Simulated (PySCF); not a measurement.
An unknown is described by computed data only.

Elements present: B, C, H and O. Monoisotopic mass: 42.0277 u.

| Property | Result |
| --- | --- |
| Couplings | largest of the computed one-bond spin–spin couplings (means over like bonds): 11B–1H +115.8 (×3), 13C–11B +45.1, 17O–13C +12.9 Hz [B3LYP/pcJ-1] |
| Dipole | 1.14 D [KT2/pcSseg-2] |
| 13C NMR | chemical shifts (computed TMS as zero) by class: 181.6 (1 C) ppm [GIAO KT2/pcSseg-2] |
| XPS | B1s 195.1, C1s 295.8, O1s 541.7 eV [ΔSCF SCAN, pcX-2 on the ionised atom, pcseg-1 elsewhere, spin-free X2C] |
| NMR, other nuclei | isotropic shieldings of nuclei other than C and H, by class: 161 (1 B), -21 (1 O) ppm [GIAO KT2/pcSseg-2] |
| 1H NMR | chemical shifts (computed TMS as zero) by class: 1.44 (3 H) ppm [GIAO KT2/pcSseg-2] |
| Rotational structure | rotational constants A, B, C: 119.760, 8.765, 8.765 GHz [PBE0-D3(BJ)/def2-SVP] |

The electronic properties come from PySCF, for the isolated species, density fitting. Levels stand in brackets. Isolated species at its PBE0-D3(BJ)/def2-SVP geometry, gas phase. NMR values are class means; diastereotopic atoms form classes of their own.

Question: Which formula fits the mass and the elements?

Answer: CH3BO (calculated 42.0277). No other formula that holds each of these elements comes within 0.0003 u with a fitting electron parity and a possible valence count.

Question: What is the compound? Reason from the data.

Answer: Numbering: `[BH3-:1][C:2]#[O+:3]`. The one carbon: triply bonded carbon [C2] (181.6 ppm). All hydrogens form one class (1.44 ppm): B–H hydrogen. The other shieldings belong to: 161 ppm, four-coordinate boron [B1]; -21 ppm, oxygen bonded to C [O3]. The couplings run between: +115.8 Hz, four-coordinate boron [B1] and its hydrogen (with 2 like pairs); +45.1 Hz, triply bonded carbon [C2] and four-coordinate boron [B1]; +12.9 Hz, oxygen bonded to C [O3] and triply bonded carbon [C2]. The core levels belong to: B1s 195.1 eV, four-coordinate boron [B1]; C1s 295.8 eV, triply bonded carbon [C2]; O1s 541.7 eV, oxygen bonded to C [O3]. The hole state at 295.8 eV has ⟨S²⟩ = 0.83 against 0.75, so that value is less sure. The optimised geometry has point group C3v and is a prolate symmetric top. Structure: `[O+]#C[BH3-]`. Computed isomers that give other values at the same levels: `C=BO` (CH2BOH) (rotational constant A: 206.526 GHz; this holds for the one conformer computed); `CB=O` (CH3BO) (core binding energies: B1s 197.6, C1s 291.9, O1s 537.9 eV). The assignments are read from this structure; whether some other isomer fits the data as well wasn't checked.
